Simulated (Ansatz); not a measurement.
**CH₂P+ (triplet): from Hartree-Fock to the top rungs, cc-pVDZ**

How much of the correlation energy of CH₂P+ (triplet) does each wave-function method recover here?

Method: cc-pVDZ, core rule «outside noble gas», up to 6 orbitals frozen; program: Ansatz 0.2.0, Gaussian basis.

The runs, in order: UHF; CCSD(T) on ROHF; CCSD(T) on UHF; BCCD(T) on ROHF; CISD; CCSDT(Q) on ROHF; CCSDT(Q) on UHF; CASSCF and MRCISD+Q, 10 electrons in 10 orbitals; CASSCF and NEVPT2, 10 electrons in 10 orbitals.

17 further runs of the same task are left out: 2 for a mislabelled method, 6 that didn't finish, 9 set aside as unsound or not needed.

**1. The system**

The geometry is a PBE0/def2-TZVP stationary point (not a proven minimum) of the parent state, kept for this charge and spin.

4 atoms, charge 1, spin multiplicity 3.

Atoms are counted from 1 here; the program's logs count them from 0.

Bond lengths: C1–P2 1.620 Å, C1–H3 1.081 Å, P2–H4 1.434 Å. Angles: P2–C1–H3 141.3°, C1–P2–H4 98.5°.

**2. UHF**

in.yaml

```yaml
crystal:
  periodic: [false, false, false]
  atoms:
    - {symbol: C, position_ang: [0.000000, -0.177404, 1.123366]}
    - {symbol: P, position_ang: [0.000000, 0.098678, -0.472892]}
    - {symbol: H, position_ang: [0.000000, 0.343946, 2.069789]}
    - {symbol: H, position_ang: [0.000000, -1.262340, -0.924064]}
basis:
  gaussian: {orbitals: cc-pVDZ}
total_charge: 1
magnetization: {spin_polarized: true, initial_magnetization: 2}
hamiltonian: {xc: hf}
output: {orbitals: {seedname: orbitals}}
```

Run with:

```
ansatz run in.yaml --threads 1 --pin off --events-out ev --progress --plain --max-ram 2393MiB
```

Further steps of the session: CCSD(T) on ROHF; CCSD(T) on UHF; BCCD(T) on ROHF; CISD; CCSDT(Q) on ROHF; CCSDT(Q) on UHF; CASSCF and MRCISD+Q, 10 electrons in 10 orbitals; CASSCF and NEVPT2, 10 electrons in 10 orbitals.

**Question.** What will the summary of the whole plan be? Wanted: UCCSDT(Q) below the RHF energy; RMP2 from UCCSDT(Q); UMP2 from UCCSDT(Q); RCCSD from UCCSDT(Q); RCCSD(T) from UCCSDT(Q); UCCSD(T) from UCCSDT(Q); RCCSDT(Q) from UCCSDT(Q); NEVPT2 valence from UCCSDT(Q); MRCISD+Q valence from UCCSDT(Q).

As calculated:

```
                         quantity                                        value
   UCCSDT(Q) below the RHF energy                                   -6.2950 eV
              RMP2 from UCCSDT(Q)                                  +1302.6 meV
              UMP2 from UCCSDT(Q)                                  +1295.8 meV
             RCCSD from UCCSDT(Q)                                   +244.9 meV
          RCCSD(T) from UCCSDT(Q)                                    +54.0 meV
          UCCSD(T) from UCCSDT(Q)                                    +54.5 meV
         RCCSDT(Q) from UCCSDT(Q)                                     +1.1 meV
    NEVPT2 valence from UCCSDT(Q)                                   +902.2 meV
  MRCISD+Q valence from UCCSDT(Q)                                    +22.1 meV
levels within 1 kcal/mol (43 meV)  RCCSDT, UCCSDT, RCCSDT(Q), MRCISD+Q valence
                    T1 diagnostic                                        0.035
   effectively unpaired electrons                                         2.04
```

What this shows: RCCSD(T) misses by +54.0 meV, 0.9 % of the correlation energy. One determinant dominates. Of the multireference levels listed MRCISD+Q valence comes nearest in total energy (+22.1 meV), which doesn't show that its space is the better one. These misses are within one basis, not against nature; the frozen cores of restricted and unrestricted runs differ, which can shift their rows.
